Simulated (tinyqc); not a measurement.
RHF in the sto-3g basis, for CH3-, spin multiplicity 1, step by step (part 2 of 2). The basis has no diffuse functions, so it cannot describe the extra electron: this is an exercise in the method, not the real anion. Computed by tinyqc, a small Python program that keeps every step (integrals from PySCF). Command: `OMP_NUM_THREADS=1 python tinyqc.py 30863 30864 out.jsonl` (the two numbers bound the seeds that draw the settings). One thread of a shared host (Intel(R) Xeon(R) Processor @ 2.60GHz), about 0.06 s of CPU time with the checks.

Geometry (angstrom):
```
atom         x         y        z
C      0.00000   0.00000  0.10000
H      1.05900   0.00000  0.00000
H     -0.52900   0.91700  0.00000
H     -0.52900  -0.91700  0.00000
```

## Iteration 1: diagonalisation and new density

Fock matrix F (hartree):
```
           1C 1s     1C 2s    1C 2px    1C 2py   1C 2pz     2H 1s     3H 1s     4H 1s
1C 1s   -9.90219  -2.73368   0.00000   0.00000  0.00652  -0.74129  -0.74189  -0.74189
1C 2s   -2.73368  -0.83112   0.00000   0.00000  0.03420  -0.45902  -0.45921  -0.45921
1C 2px   0.00000   0.00000   0.33670   0.00000  0.00000  -0.18169   0.09076   0.09076
1C 2py   0.00000   0.00000   0.00000   0.33648  0.00000   0.00000  -0.15733   0.15733
1C 2pz   0.00652   0.03420   0.00000   0.00000  0.43474   0.02391   0.02392   0.02392
2H 1s   -0.74129  -0.45902  -0.18169   0.00000  0.02391  -0.02125  -0.17349  -0.17349
3H 1s   -0.74189  -0.45921   0.09076  -0.15733  0.02392  -0.17349  -0.02144  -0.17348
4H 1s   -0.74189  -0.45921   0.09076   0.15733  0.02392  -0.17349  -0.17348  -0.02144
```

X:
```
           1C 1s     1C 2s    1C 2px    1C 2py    1C 2pz     2H 1s     3H 1s     4H 1s
1C 1s    1.02856  -0.16934   0.00000   0.00000   0.00346   0.02602   0.02602   0.02602
1C 2s   -0.16934   1.47988  -0.00006   0.00000  -0.03948  -0.36501  -0.36528  -0.36528
1C 2px   0.00000  -0.00006   1.20872   0.00000   0.00001  -0.36805   0.18402   0.18402
1C 2py   0.00000   0.00000   0.00000   1.20904   0.00000   0.00000  -0.31903   0.31903
1C 2pz   0.00346  -0.03948   0.00001   0.00000   1.00342   0.03172   0.03175   0.03175
2H 1s    0.02602  -0.36501  -0.36805   0.00000   0.03172   1.29424  -0.03529  -0.03529
3H 1s    0.02602  -0.36528   0.18402  -0.31903   0.03175  -0.03529   1.29456  -0.03536
4H 1s    0.02602  -0.36528   0.18402   0.31903   0.03175  -0.03529  -0.03536   1.29456
```

Diagonalise F' = X^T F X, C = X C', fill 5 alpha and 5 beta electrons from the bottom; D = 2 C_occ C_occ^T. Each column has its largest component positive (the first on a tie).

F' = X^T F X (hartree):
```
          1         2         3         4         5         6         7         8
1  -9.65507  -1.58864  -0.00003   0.00000   0.01116  -0.11579  -0.11602  -0.11602
2  -1.58864   0.33109  -0.00005   0.00000  -0.02878  -0.45758  -0.45787  -0.45787
3  -0.00003  -0.00005   0.76526   0.00000   0.00001  -0.55313   0.27649   0.27649
4   0.00000   0.00000   0.00000   0.76555   0.00000   0.00000  -0.47929   0.47929
5   0.01116  -0.02878   0.00001   0.00000   0.44081   0.04312   0.04315   0.04315
6  -0.11579  -0.45758  -0.55313   0.00000   0.04312   0.51786  -0.08619  -0.08619
7  -0.11602  -0.45787   0.27649  -0.47929   0.04315  -0.08619   0.51812  -0.08628
8  -0.11602  -0.45787   0.27649   0.47929   0.04315  -0.08619  -0.08628   0.51812
```

orbital energies (hartree): MO1 -9.91175, MO2 -0.29564, MO3 0.00238, MO4 0.00253, MO5 0.43620, MO6 1.23362, MO7 1.36684, MO8 1.36758

coefficients C:
```
             MO1       MO2       MO3       MO4       MO5       MO6       MO7       MO8
1C 1s    0.99059  -0.20267   0.00000   0.00005  -0.02897  -0.25585   0.00024   0.00000
1C 2s    0.04321   0.49018   0.00000  -0.00010   0.12393   1.53716  -0.00170   0.00000
1C 2px   0.00000   0.00005   0.00000   0.46560  -0.00001   0.00118   1.20308   0.00000
1C 2py   0.00000   0.00000   0.46555   0.00000   0.00000   0.00000   0.00000   1.20358
1C 2pz  -0.00186  -0.03416   0.00000   0.00002   0.99296  -0.15589   0.00018   0.00000
2H 1s   -0.00899   0.29671   0.00000   0.56736  -0.01998  -0.73944  -0.99535   0.00000
3H 1s   -0.00899   0.29672   0.49125  -0.28363  -0.01998  -0.73843   0.49877  -0.86301
4H 1s   -0.00899   0.29672  -0.49125  -0.28363  -0.01998  -0.73843   0.49877   0.86301
```

D after iteration 1:
```
           1C 1s     1C 2s    1C 2px    1C 2py    1C 2pz     2H 1s     3H 1s     4H 1s
1C 1s    2.04638  -0.12027   0.00003   0.00000  -0.04738  -0.13686  -0.13695  -0.13695
1C 2s   -0.12027   0.51501  -0.00004   0.00000   0.21246   0.28505   0.28522   0.28522
1C 2px   0.00003  -0.00004   0.43356   0.00000  -0.00001   0.52836  -0.26408  -0.26408
1C 2py   0.00000   0.00000   0.00000   0.43347   0.00000   0.00000   0.45740  -0.45740
1C 2pz  -0.04738   0.21246  -0.00001   0.00000   1.97429  -0.05989  -0.05993  -0.05993
2H 1s   -0.13686   0.28505   0.52836   0.00000  -0.05989   0.82083  -0.14480  -0.14480
3H 1s   -0.13695   0.28522  -0.26408   0.45740  -0.05993  -0.14480   0.82059  -0.14472
4H 1s   -0.13695   0.28522  -0.26408  -0.45740  -0.05993  -0.14480  -0.14472   0.82059
```

## Iteration 2: building the Fock matrix

core Hamiltonian H = T + V (hartree):
```
            1C 1s     1C 2s    1C 2px    1C 2py    1C 2pz     2H 1s     3H 1s     4H 1s
1C 1s   -19.25440  -4.64887   0.00000   0.00000   0.00502  -1.24983  -1.25086  -1.25086
1C 2s    -4.64887  -6.16302  -0.00003   0.00000   0.05054  -2.76089  -2.76223  -2.76223
1C 2px    0.00000  -0.00003  -5.18063   0.00000   0.00000  -2.22383   1.11156   1.11156
1C 2py    0.00000   0.00000   0.00000  -5.18087   0.00000   0.00000  -1.92690   1.92690
1C 2pz    0.00502   0.05054   0.00000   0.00000  -4.98623   0.22269   0.22283   0.22283
2H 1s    -1.24983  -2.76089  -2.22383   0.00000   0.22269  -3.95673  -0.82295  -0.82295
3H 1s    -1.25086  -2.76223   1.11156  -1.92690   0.22283  -0.82295  -3.95755  -0.82279
4H 1s    -1.25086  -2.76223   1.11156   1.92690   0.22283  -0.82295  -0.82279  -3.95755
```

nuclear repulsion = 9.8223516 hartree

Given earlier and not repeated: Two-electron integrals (ij|kl) in chemists' order.

J_ij = sum D_kl (ij|kl), K_ij = sum D_kl (ik|jl); F = H + J - 0.5 K; E = tr D H + tr D J / 2 - 0.25 tr D K + E_nn.

Coulomb J (hartree):
```
           1C 1s     1C 2s    1C 2px    1C 2py    1C 2pz     2H 1s     3H 1s     4H 1s
1C 1s   12.45604   2.46100   0.00000   0.00000   0.00190   0.65871   0.65926   0.65926
1C 2s    2.46100   6.04987   0.00006   0.00000  -0.01079   2.72020   2.72147   2.72147
1C 2px   0.00000   0.00006   6.05893   0.00000   0.00000   2.41216  -1.20568  -1.20568
1C 2py   0.00000   0.00000   0.00000   6.05905   0.00000   0.00000   2.09007  -2.09007
1C 2pz   0.00190  -0.01079   0.00000   0.00000   6.01439  -0.23123  -0.23138  -0.23138
2H 1s    0.65871   2.72020   2.41216   0.00000  -0.23123   4.53087   0.78602   0.78602
3H 1s    0.65926   2.72147  -1.20568   2.09007  -0.23138   0.78602   4.53148   0.78582
4H 1s    0.65926   2.72147  -1.20568  -2.09007  -0.23138   0.78602   0.78582   4.53148
```

exchange K (hartree):
```
           1C 1s     1C 2s    1C 2px    1C 2py    1C 2pz     2H 1s     3H 1s     4H 1s
1C 1s    7.16742   1.27878   0.00000   0.00000  -0.00155   0.35134   0.35162   0.35162
1C 2s    1.27878   1.76160  -0.00006   0.00000   0.03405   0.96729   0.96770   0.96770
1C 2px   0.00000  -0.00006   1.29323   0.00000   0.00001   0.84182  -0.42076  -0.42076
1C 2py   0.00000   0.00000   0.00000   1.29360   0.00000   0.00000   0.72929  -0.72929
1C 2pz  -0.00155   0.03405   0.00001   0.00000   1.62032  -0.07667  -0.07672  -0.07672
2H 1s    0.35134   0.96729   0.84182   0.00000  -0.07667   1.40143   0.29187   0.29187
3H 1s    0.35162   0.96770  -0.42076   0.72929  -0.07672   0.29187   1.40164   0.29179
4H 1s    0.35162   0.96770  -0.42076  -0.72929  -0.07672   0.29187   0.29179   1.40164
```

Fock matrix F (hartree):
```
            1C 1s     1C 2s    1C 2px    1C 2py    1C 2pz     2H 1s     3H 1s     4H 1s
1C 1s   -10.38207  -2.82726   0.00000   0.00000   0.00770  -0.76679  -0.76741  -0.76741
1C 2s    -2.82726  -0.99395   0.00007   0.00000   0.02273  -0.52433  -0.52461  -0.52461
1C 2px    0.00000   0.00007   0.23169   0.00000  -0.00001  -0.23258   0.11625   0.11625
1C 2py    0.00000   0.00000   0.00000   0.23137   0.00000   0.00000  -0.20148   0.20148
1C 2pz    0.00770   0.02273  -0.00001   0.00000   0.21799   0.02980   0.02982   0.02982
2H 1s    -0.76679  -0.52433  -0.23258   0.00000   0.02980  -0.12657  -0.18286  -0.18286
3H 1s    -0.76741  -0.52461   0.11625  -0.20148   0.02982  -0.18286  -0.12689  -0.18287
4H 1s    -0.76741  -0.52461   0.11625   0.20148   0.02982  -0.18286  -0.18287  -0.12689
```

total energy of this density = -38.7947564 hartree

## Iteration 2: diagonalisation and new density

As before.

F' = X^T F X (hartree):
```
           1         2         3         4         5         6         7         8
1  -10.13741  -1.59662  -0.00004   0.00000   0.01354  -0.12372  -0.12396  -0.12396
2   -1.59662   0.16197   0.00001   0.00000  -0.04246  -0.46083  -0.46111  -0.46111
3   -0.00004   0.00001   0.66028   0.00000   0.00000  -0.55161   0.27575   0.27575
4    0.00000   0.00000   0.00000   0.66047   0.00000   0.00000  -0.47797   0.47797
5    0.01354  -0.04246   0.00000   0.00000   0.22448   0.04597   0.04601   0.04601
6   -0.12372  -0.46083  -0.55161   0.00000   0.04597   0.41545  -0.07235  -0.07235
7   -0.12396  -0.46111   0.27575  -0.47797   0.04601  -0.07235   0.41559  -0.07246
8   -0.12396  -0.46111   0.27575   0.47797   0.04601  -0.07235  -0.07246   0.41559
```

orbital energies (hartree): MO1 -10.38963, MO2 -0.41828, MO3 -0.10717, MO4 -0.10697, MO5 0.21737, MO6 1.11035, MO7 1.25506, MO8 1.25568

coefficients C:
```
             MO1       MO2       MO3       MO4       MO5       MO6       MO7       MO8
1C 1s    0.99181  -0.20844   0.00000   0.00000  -0.02901  -0.24631   0.00010   0.00000
1C 2s    0.03768   0.54044   0.00000   0.00004   0.13272   1.51962  -0.00088   0.00000
1C 2px   0.00000  -0.00006   0.00000   0.46043  -0.00001   0.00054   1.20507   0.00000
1C 2py   0.00000   0.00000   0.46040   0.00000   0.00000   0.00000   0.00000   1.20556
1C 2pz  -0.00175  -0.03103   0.00000   0.00001   0.99187  -0.16333   0.00010   0.00000
2H 1s   -0.00769   0.27250   0.00000   0.57169  -0.02870  -0.74787  -0.99329   0.00000
3H 1s   -0.00769   0.27269   0.49493  -0.28570  -0.02871  -0.74765   0.49717  -0.86090
4H 1s   -0.00769   0.27269  -0.49493  -0.28570  -0.02871  -0.74765   0.49717   0.86090
```

D after iteration 2:
```
           1C 1s     1C 2s    1C 2px    1C 2py    1C 2pz     2H 1s     3H 1s     4H 1s
1C 1s    2.05597  -0.15825   0.00003   0.00000  -0.04807  -0.12718  -0.12726  -0.12726
1C 2s   -0.15825   0.62221  -0.00004   0.00000   0.22961   0.28638   0.28651   0.28651
1C 2px   0.00003  -0.00004   0.42400   0.00000  -0.00001   0.52642  -0.26313  -0.26313
1C 2py   0.00000   0.00000   0.00000   0.42394   0.00000   0.00000   0.45574  -0.45574
1C 2pz  -0.04807   0.22961  -0.00001   0.00000   1.96954  -0.07381  -0.07385  -0.07385
2H 1s   -0.12718   0.28638   0.52642   0.00000  -0.07381   0.80394  -0.17629  -0.17629
3H 1s   -0.12726   0.28651  -0.26313   0.45574  -0.07385  -0.17629   0.80365  -0.17619
4H 1s   -0.12726   0.28651  -0.26313  -0.45574  -0.07385  -0.17629  -0.17619   0.80365
```

## Iteration 10 (converged): orbitals

converged F (hartree):
```
            1C 1s     1C 2s    1C 2px    1C 2py    1C 2pz     2H 1s     3H 1s     4H 1s
1C 1s   -10.35859  -2.81938   0.00000   0.00000   0.00827  -0.76492  -0.76554  -0.76554
1C 2s    -2.81938  -0.99927   0.00007   0.00000   0.02364  -0.52363  -0.52390  -0.52390
1C 2px    0.00000   0.00007   0.24364   0.00000  -0.00001  -0.22916   0.11455   0.11455
1C 2py    0.00000   0.00000   0.00000   0.24331   0.00000   0.00000  -0.19852   0.19852
1C 2pz    0.00827   0.02364  -0.00001   0.00000   0.22649   0.03167   0.03169   0.03169
2H 1s    -0.76492  -0.52363  -0.22916   0.00000   0.03167  -0.12215  -0.17981  -0.17981
3H 1s    -0.76554  -0.52390   0.11455  -0.19852   0.03169  -0.17981  -0.12247  -0.17982
4H 1s    -0.76554  -0.52390   0.11455   0.19852   0.03169  -0.17981  -0.17982  -0.12247
```

As before.

F' = X^T F X (hartree):
```
           1         2         3         4         5         6         7         8
1  -10.11517  -1.58940  -0.00003   0.00000   0.01407  -0.12387  -0.12410  -0.12410
2   -1.58940   0.14975   0.00001   0.00000  -0.04350  -0.46098  -0.46125  -0.46125
3   -0.00003   0.00001   0.67346   0.00000   0.00000  -0.55140   0.27564   0.27564
4    0.00000   0.00000   0.00000   0.67363   0.00000   0.00000  -0.47779   0.47779
5    0.01407  -0.04350   0.00000   0.00000   0.23334   0.04850   0.04854   0.04854
6   -0.12387  -0.46098  -0.55140   0.00000   0.04850   0.41937  -0.06825  -0.06825
7   -0.12410  -0.46125   0.27564  -0.47779   0.04854  -0.06825   0.41951  -0.06836
8   -0.12410  -0.46125   0.27564   0.47779   0.04854  -0.06825  -0.06836   0.41951
```

orbital energies (hartree): MO1 -10.36604, MO2 -0.41848, MO3 -0.10130, MO4 -0.10109, MO5 0.22547, MO6 1.10986, MO7 1.26219, MO8 1.26280

coefficients C:
```
             MO1       MO2       MO3       MO4       MO5       MO6       MO7       MO8
1C 1s    0.99186  -0.21039   0.00000   0.00000  -0.03066  -0.24424   0.00009   0.00000
1C 2s    0.03742   0.55298   0.00000   0.00005   0.14247   1.51422  -0.00081   0.00000
1C 2px   0.00000  -0.00007   0.00000   0.45454  -0.00002   0.00049   1.20730   0.00000
1C 2py   0.00000   0.00000   0.45452   0.00000   0.00000   0.00000   0.00000   1.20779
1C 2pz  -0.00179  -0.03361   0.00000   0.00001   0.99083  -0.16901   0.00010   0.00000
2H 1s   -0.00760   0.26626   0.00000   0.57653  -0.03286  -0.74990  -0.99052   0.00000
3H 1s   -0.00760   0.26645   0.49912  -0.28813  -0.03288  -0.74974   0.49573  -0.85848
4H 1s   -0.00760   0.26645  -0.49912  -0.28813  -0.03288  -0.74974   0.49573   0.85848
```

D after iteration 10:
```
           1C 1s     1C 2s    1C 2px    1C 2py    1C 2pz     2H 1s     3H 1s     4H 1s
1C 1s    2.05800  -0.16719   0.00003   0.00000  -0.05017  -0.12509  -0.12517  -0.12517
1C 2s   -0.16719   0.65497  -0.00003   0.00000   0.24503   0.28460   0.28472   0.28472
1C 2px   0.00003  -0.00003   0.41322   0.00000  -0.00002   0.52408  -0.26197  -0.26197
1C 2py   0.00000   0.00000   0.00000   0.41318   0.00000   0.00000   0.45372  -0.45372
1C 2pz  -0.05017   0.24503  -0.00002   0.00000   1.96577  -0.08298  -0.08304  -0.08304
2H 1s   -0.12509   0.28460   0.52408   0.00000  -0.08298   0.80885  -0.18806  -0.18806
3H 1s   -0.12517   0.28472  -0.26197   0.45372  -0.08304  -0.18806   0.80855  -0.18795
4H 1s   -0.12517   0.28472  -0.26197  -0.45372  -0.08304  -0.18806  -0.18795   0.80855
```

## Convergence

Stop when the energy changes by less than 1e-09 hartree and every element of the error matrix X^T (F D S - S D F) X is below 9e-06.

Course of the cycle:
```
iteration  E (hartree)     change  largest element of the error matrix
1          -38.5238133          -                             4.69e-01
2          -38.7947564  -2.71e-01                             5.16e-02
3          -38.7990548  -4.30e-03                             1.04e-02
4          -38.7993239  -2.69e-04                             3.01e-03
5          -38.7993454  -2.15e-05                             8.17e-04
6          -38.7993473  -1.88e-06                             2.61e-04
7          -38.7993475  -1.79e-07                             9.23e-05
8          -38.7993475  -1.83e-08                             3.23e-05
9          -38.7993475  -1.97e-09                             1.13e-05
10         -38.7993475  -2.20e-10                             3.91e-06
```

PySCF RHF in the same basis = -38.7993475 hartree

Converged in 10 iterations.

## Populations, bond orders and dipole

overlap S:
```
          1C 1s    1C 2s    1C 2px    1C 2py    1C 2pz     2H 1s     3H 1s     4H 1s
1C 1s   1.00000  0.24836   0.00000   0.00000   0.00000   0.06622   0.06627   0.06627
1C 2s   0.24836  1.00000   0.00000   0.00000   0.00000   0.50598   0.50618   0.50618
1C 2px  0.00000  0.00000   1.00000   0.00000   0.00000   0.47403  -0.23693  -0.23693
1C 2py  0.00000  0.00000   0.00000   1.00000   0.00000   0.00000   0.41070  -0.41070
1C 2pz  0.00000  0.00000   0.00000   0.00000   1.00000  -0.04476  -0.04479  -0.04479
2H 1s   0.06622  0.50598   0.47403   0.00000  -0.04476   1.00000   0.15567   0.15567
3H 1s   0.06627  0.50618  -0.23693   0.41070  -0.04479   0.15567   1.00000   0.15561
4H 1s   0.06627  0.50618  -0.23693  -0.41070  -0.04479   0.15567   0.15561   1.00000
```

Mulliken: Z minus the diagonal of D S on the atom; Loewdin: the same with S^(1/2) D S^(1/2); Mayer order: 2 sum_s sum (D(s) S)_ij (D(s) S)_ji over the two atoms.

Charges (e):
```
atom  Mulliken   Loewdin
1C    -0.58586  -0.65700
2H    -0.13816  -0.11445
3H    -0.13799  -0.11428
4H    -0.13799  -0.11428
```

Mayer bond orders:
```
pair    order
2-1   0.96932
3-1   0.96937
3-2   0.00579
4-1   0.96937
4-2   0.00579
4-3   0.00580
```

dipole moment about the origin, x y z (debye): -0.00126  0.00000  -0.81594
